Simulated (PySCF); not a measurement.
# cyclobutanone (C₄H₆O): NMR shifts and spin-spin couplings

What NMR shifts and spin-spin couplings should cyclobutanone (C₄H₆O) (`O=C1CCC1`) show?

The runs use PySCF 2.14.0, with density-fitted response routines of our own; the level of theory stands in each step. All values are computed, except where a source is named. Atoms count from 0, in the outputs and in this text.

### 1 The molecule as given

11 atoms, charge 0, multiplicity 1; geometry from: GFN2-xTB.

Bonds of the start (Å): O0–C1 1.20, C1–C2 1.51, C2–C3 1.54, C3–C4 1.54, C4–C1 1.51, C2–H5 1.09, C2–H6 1.09, C3–H7 1.09, C3–H8 1.09, C4–H9 1.09, C4–H10 1.09.

### 2 Nuclear shieldings: PBE0/pcSseg-1

The job: settings as JSON, then the geometry in Å.

```
{"job": {"kind": "nmr", "xc": "PBE0", "basis": "pcSseg-1"}, "charge": 0, "multiplicity": 1}
O      0.304709    -2.285607    -0.432190
C      0.149477    -1.120172    -0.213237
C     -1.060414    -0.211024    -0.178428
C     -0.127557     0.960929     0.179937
C      1.087623     0.015630     0.135418
H     -1.574389    -0.131122    -1.134667
H     -1.791650    -0.483329     0.580471
H     -0.103818     1.754952    -0.562336
H     -0.315755     1.397363     1.157817
H      1.824232     0.228069    -0.637469
H      1.612966    -0.123020     1.078720
```

Level: GIAO PBE0/pcSseg-1 NMR shielding, non-relativistic, gas phase.

**Question.** This job is followed by: B3LYP/pcJ-1 indirect spin-spin coupling, non-relativistic, gas phase. What will the session give for the following? 13C shifts against TMS (PBE0/pcSseg-1, means over atoms taken as alike); 1H shifts against TMS (PBE0/pcSseg-1, means over atoms taken as alike); 17O shifts against H2O (PBE0/pcSseg-1); largest coupling of the table (B3LYP/pcJ-1).

As calculated:

```
                                                               quantity                    value
13C shifts against TMS (PBE0/pcSseg-1, means over atoms taken as alike)    213.8, 48.6, 10.1 ppm
 1H shifts against TMS (PBE0/pcSseg-1, means over atoms taken as alike)           3.12, 1.88 ppm
                                 17O shifts against H2O (PBE0/pcSseg-1)                684.3 ppm
                            largest coupling of the table (B3LYP/pcJ-1)  1J(C,H) C3–H7, 143.0 Hz
```

C1 (ketone carbonyl carbon) lies farthest downfield among carbon, at 213.8 ppm; low-lying n→π* states of the double bond to the heteroatom give a large paramagnetic term (-276 ppm). The most deshielded hydrogen is H5, H6, H9, H10 (mean) (hydrogen on an sp3 CH2 α to a carbonyl), at 3.12 ppm: α to C=O. At PBE0/pcSseg-1: Shielding is most anisotropic at O0 (span 1201 ppm, paramagnetic term -746 ppm). In the run at B3LYP/pcJ-1, the largest coupling of the table is C3–H7 (mean over like pairs), 143.0 Hz, of which the Fermi-contact term gives 141.4 Hz. Couplings across rotatable bonds belong to this one conformer; where others are populated, the observed values are averages. The 3 measured couplings differ from the computed sizes by 1.7 Hz on average; vibrational averaging and surroundings are not included.
